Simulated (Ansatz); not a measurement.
Basis-set extrapolation for C4H6F2, SMILES `FC/C=C/CF` (PBE0-D4/def2-TZVP geometry, frozen core, Ansatz 0.2.0). Multiplicity 1, RHF reference.

```json
{"": "HF", "def2-TZVPP": "-353.957960", "def2-QZVPP": "-353.973652"}
{"": "MP2 correlation", "def2-TZVPP": "-1.152593", "def2-QZVPP": "-1.243622"}
{"": "CCSD(T) correlation", "def2-TZVPP": "-1.233103", "def2-QZVPP": "not run"}
```

Energies in hartree. Use E(X) = E(∞) + A·exp(−7.88·√X) for Hartree–Fock and E(X) = E(∞) + B·X^(−2.97) for correlation, with X = 3 and 4, and add CCSD(T) minus MP2 of the smaller set to the MP2 limit.

Q: What is the CCSD(T) energy at the basis-set limit?

A: HF limit: -353.973652 + (-0.015692) × 0.13774 = -353.97581. MP2 limit: -1.243622 + (-0.091029) × 0.74074 = -1.31105. Higher-order term: -1.233103 − (-1.152593) = -0.08051. Total: -355.36737 hartree, 462.9 kJ/mol below CCSD(T)/def2-TZVPP.
